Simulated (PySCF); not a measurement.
H₃Si, SMILES [SiH3] (connectivity only; charge and spin as stated), charge +1, multiplicity 1.

Coordinates come from a B3LYP-D3(BJ)/def2-TZVPD optimisation. The multiplicity is an assumed one; other spin states were not compared. The isomer is the one that the SMILES or the coordinates give; other isomers of the formula were not compared.

Two levels are set side by side: PBE/def2-TZVPD (PySCF) and M06-2X/def2-TZVPD (PySCF). Same geometry, gas phase. Differences are taken from unrounded values.

```tsv
quantity	PBE
orbital gap (eV)	5.08
highest occupied level (eV)	-16.34
lowest empty level (eV)	-11.26
mean polarisability (bohr³)	20.7
```

Problem. These are the PBE values. What does M06-2X give? (Estimate from the structure and the level; the computed values follow.)

Solution. 
```
quantity                     M06-2X  PBE minus M06-2X
---------------------------  ------  ----------------
orbital gap (eV)               9.63             -4.55
highest occupied level (eV)  -18.97              2.62
lowest empty level (eV)       -9.34             -1.92
mean polarisability (bohr³)    20.0               0.8
```

Without exact exchange PBE keeps part of each electron's self-repulsion, which lifts occupied levels and narrows the gap. PBE's more diffuse valence density responds more strongly to a field. Differences between two approximate levels are no errors against the true value.

Rough cost on one machine, each run with all the roots and properties that it gave: M06-2X against PBE about 2 times.
